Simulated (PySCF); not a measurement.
System: CH₃S (charge -1, singlet). It need not be the lowest isomer of its formula. Whether it binds its extra electron was not tested at this geometry. SMILES: S[CH2-]
Structure (B3LYP-D3(BJ)/def2-TZVP (Ansatz) minimum search):
```
C
H 1 1.0953
H 1 1.0953 2 110.72
S 1 1.7522 2 112.96 3 -127.82
H 4 1.4124 1 112.06 2 63.32
```
Charge -1, spin multiplicity 1.

Dispersion corrections to the total energy (kcal/mol) from the dftd3 and dftd4 libraries through PySCF: D3(BJ) without and D4 with the three-body term, each with the damping fitted for the functional named.

```tsv
functional	D3(BJ)	D4
HSE06	-0.95	___
HF	___	-7.52
TPSSh	-1.75	-2.23
LC-wPBE	-1.41	-2.03
BLYP	-3.39	-4.23
PBE	___	-1.83
B2GP-PLYP	-1.03	-0.73
```

### Question
Some entries are withheld; supply them.

### Answer

- HSE06, D4: -1.38
- HF, D3(BJ): -15.43
- PBE, D3(BJ): -1.55
